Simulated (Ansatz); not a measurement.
CH2SSi, singlet: a single point displaced at random from a GFN2-xTB minimum.

The input file, in.yaml:

```yaml
crystal:
  periodic: [false, false, false]
  atoms:
    - {symbol: Si, position_ang: [-1.246300, -0.124600, -0.527000]}
    - {symbol: C, position_ang: [-0.008200, 0.487100, 0.375000]}
    - {symbol: S, position_ang: [1.563300, -0.561600, 0.177300]}
    - {symbol: H, position_ang: [-2.562700, -0.292700, -1.267200]}
    - {symbol: H, position_ang: [2.579700, 0.138800, 1.121800]}
basis:
  gaussian: {orbitals: def2-TZVPP}
hamiltonian: {xc: {name: BLYP}, dispersion: d4}
output: {forces: true}
```

An equivalent command:

```bash
ansatz run in.yaml --threads 4 --pin off --events-out ev --progress --plain
```

What Ansatz 0.2.0 printed:

```
Functional definition: BLYP
  name "BLYP"
  cite "Becke, Phys. Rev. A 38, 3098 (1988) doi:10.1103/PhysRevA.38.3098"
  cite "Lee, Yang & Parr, Phys. Rev. B 37, 785 (1988) doi:10.1103/PhysRevB.37.785"
  parameter beta = 0.0042
  parameter a = 0.04918
  parameter b = 0.132
  parameter c = 0.2533
  parameter d = 0.349
  exchange = b88_x(beta = beta)
  correlation = lyp_c(a = a, b = b, c = c, d = d)
870 factors; their error is unknown
mean field evaluation 1: about -19760.0181 eV, gradient 8.2e1 eV
mean field evaluation 2: about -19657.4856 eV, gradient 1.5e2 eV
mean field evaluation 4: about -19776.1262 eV, gradient 2.3e1 eV
mean field evaluation 8: about -19777.9715 eV, gradient 6.4e-1 eV
mean field evaluation 16: about -19777.9539 eV, gradient 2.9e-3 eV
mean field -19777.95392047 eV, -726.8264005987 hartree, gradient 2.5e-5 eV, S^2 0.000000; 1 other end points of the search recorded, 0 dependent functions left out
the calculation of the forces begins
reference -19777.95423619 eV, -726.8264122011 hartree; 19, 19 occupied and 124, 124 virtual orbitals, 870 factors
Total energy: -19778.21028085 eV, -726.8358216689 hartree
Atom 0 at    -1.246300    -0.124600    -0.527000 Å, force    -1.653547    -0.703556    -0.894704 eV/Å
Atom 1 at    -0.008200     0.487100     0.375000 Å, force     2.573575    -1.045874     0.016856 eV/Å
Atom 2 at     1.563300    -0.561600     0.177300 Å, force     0.731460     2.280995     2.001133 eV/Å
Atom 3 at    -2.562700    -0.292700    -1.267200 Å, force     0.320895     0.466490     0.388656 eV/Å
Atom 4 at     2.579700     0.138800     1.121800 Å, force    -1.972383    -0.998055    -1.511941 eV/Å
Dipole moment:    -0.370410    -0.130091    -0.258375 e Å
```

The run took about 1.5 s on 4 CPU threads (shared host).
